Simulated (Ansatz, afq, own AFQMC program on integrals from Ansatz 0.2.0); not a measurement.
# SbH, singlet: AFQMC among the cluster methods

| atom | x (Å) | y (Å) | z (Å) |
| --- | --- | --- | --- |
| Sb | 0.0000 | 0.0000 | 0.0000 |
| H | 0.0000 | 0.0000 | 2.6990 |

Basis def2-SVP with its core potentials. Only valence electrons are correlated. Integrals, coupled cluster, full CI and functionals: Ansatz 0.2.0; the random walks run on the same integrals in our own AFQMC program. ph-AFQMC/CISD is guided by a CISD state made of CCSD amplitudes; releasing the constraint for a short imaginary time cuts its bias at the price of noise, slowly where states lie close. Error bars are statistical, one sigma. No spin–orbit coupling.

Determinant: RHF, the one that the program's search chose, which needn't be the lowest solution. The geometry is a point of a scan.

Full CI on the same integrals is exact in this basis and with this determinant's frozen core.

Cautions: no spin-orbit coupling; inner d shell frozen; higher spins were not checked; restricted determinant unstable towards unrestricted (UHF 2.14 eV lower, ⟨S²⟩ 1.79); strong correlation (T1 0.035, weight of the determinant 0.70, largest double 0.47); (T) is large, 6 % of the CCSD correlation; the CCSDT(Q) amplitudes may be one of several solutions (largest double 0.94); the CCSDTQ amplitudes may be one of several solutions (largest double 0.97); the released energies are still falling, so no released level is given (meV from the phaseless value at times in 1/Eh: -14 ± 7 at 0.24, -23 ± 7 at 0.51, -30 ± 5 at 0.99, -37 ± 4 at 1.62, -59 ± 7 at 2.40); the ph-AFQMC/CISD walk drifts between its halves (2.8 errors); the determinant fills πx and πy unequally, so it mixes two states of the linear molecule, and each level undoes that mixture to a different degree, while full CI gives the lower state, and by Hund's rule a triplet of that filling probably lies lower still; CCSDTQ on the UHF determinant differs (1.21 eV lower), perhaps since the unrestricted series falls towards higher spin.

The T1 diagnostic is 0.0354, the weight of the determinant in the CISD state is 0.701 and the size of the correlated space is 6 electrons in 22 orbitals.

Reference: full CI, correlation energy -3.716 eV. The cautions show a poor starting determinant, so the rows tell how each method copes with it here, and full CI is the sure value.

```csv
level,E − E(reference) (mEh),share of correlation (%)
HF,136.55,0.00
MP2,53.51,60.81
CCSD,12.21,91.06
CCSD(T),4.32,96.83
CCSDT,0.45,99.67
CCSDT(Q),-0.21,100.15
CCSDTQ,0.03,99.98
ph-AFQMC/CISD,7.83 ± 0.23,94.27
```

CCSDT and higher add their correlation energy to the determinant of the CCSD(T) run, since their own runs factorise the integrals more tightly (a shift of under 2 meV).
